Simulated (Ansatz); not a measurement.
Relaxed structures of C2H2S, singlet (PBE0-D4/def2-TZVP; forces vanish, vibrations not checked; lower isomers may exist, and structures with a doubtful reference or unclear bonds are left out; Å). Computed with Ansatz 0.2.0 (basis: def2-TZVPP); correlated methods freeze the cores.

(1) Rank them by CCSD(T) energy, lowest first, and give each one's height above the lowest. Links in brackets join atoms within 1.22 times the sum of their covalent radii (1.1 for two metals). (To be estimated.)
A.
C₂H₂S ([C]1[CH][SH]1)
```
5
angstrom
C 0.6593 0.1524 -0.1200
C -0.6127 0.1665 0.1515
S 0.6601 -0.4051 1.5683
H 1.4834 0.3313 -0.7882
H 0.6463 -1.7504 1.4113
```
B.
C₂H₂S (C=C=S)
```
5
angstrom
C 0.5478 -0.2512 0.1019
C -0.6202 0.2843 -0.1153
S -2.0102 0.9217 -0.3739
H 1.3965 0.0078 -0.5201
H 0.6862 -0.9627 0.9075
```
C.
C₂H₂S (C#CS)
```
5
angstrom
C 0.1723 -0.3600 0.3900
C -0.8141 0.1985 -0.0144
S -2.1410 0.9591 -0.7081
H -2.7842 1.2348 0.4414
H 1.0400 -0.8520 0.7609
```

The T1 diagnostic stays at or below 0.018.

Answers

(1) By the calculation: B (0.000 eV), C (0.700 eV), A (2.348 eV). Heights count from the lowest.

For scale, one of the runs: CCSD(T)/def2-TZVPP, 132 basis functions, launched by `ansatz run in.yaml --threads 2 --pin off --events-out ev --progress --plain --max-ram 4352MiB`. Hardware: 2 CPU threads of an Arm Neoverse V2, shared host. Wall time 7.5 s; peak host memory 0.64 GiB.
